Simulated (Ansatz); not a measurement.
Input file:

```yaml
crystal:
  periodic: [false, false, false]
  atoms:
    - {symbol: P, position_ang: [0.010552, 0.005570, 0.001285]}
    - {symbol: H, position_ang: [0.652851, 0.824227, 0.821380]}
    - {symbol: H, position_ang: [-0.888681, -0.824658, 0.813494]}
    - {symbol: H, position_ang: [-0.800916, 0.733269, -0.789692]}
    - {symbol: H, position_ang: [0.712477, -0.904006, -0.884664]}
basis:
  gaussian: {orbitals: def2-SVP}
total_charge: 1
correlation: {active_space: {ras: {orbitals: [4, 0, 29], electrons: 28, max_holes: 2, max_particles: 2}, fixed_orbitals: true}}
```

```sh
$ ansatz run in.yaml --threads 1 --pin off --events-out ev --progress --plain --max-ram 2393MiB
```

Q: One thing in this input was set wrong on purpose, beside settings that are merely unusual. What is the gravest fault, and what does the program do?

A: Electron count of the space is wrong. How the run ends: stopped by an error.
```
367 factors; integrals over basis functions are off by at most 1.1e-3 eV
mean field evaluation 1: about -9323.7382 eV, gradient 1.2e1 eV
mean field evaluation 2: about -9323.7392 eV, gradient 1.2e1 eV
mean field evaluation 4: about -9324.4762 eV, gradient 8.6e-1 eV
mean field evaluation 8: about -9324.4816 eV, gradient 2.1e-6 eV
mean field -9324.48159923 eV, -342.6683784109 hartree, gradient 3.7e-6 eV, S^2 0.000000; 0 other end points of the search recorded, 0 dependent functions left out
reference -9324.48159923 eV, -342.6683784109 hartree; 9, 9 occupied and 29, 29 virtual orbitals, 367 factors
Error: 28 electrons in 33 orbitals form no window around the highest filled level of the reference
```
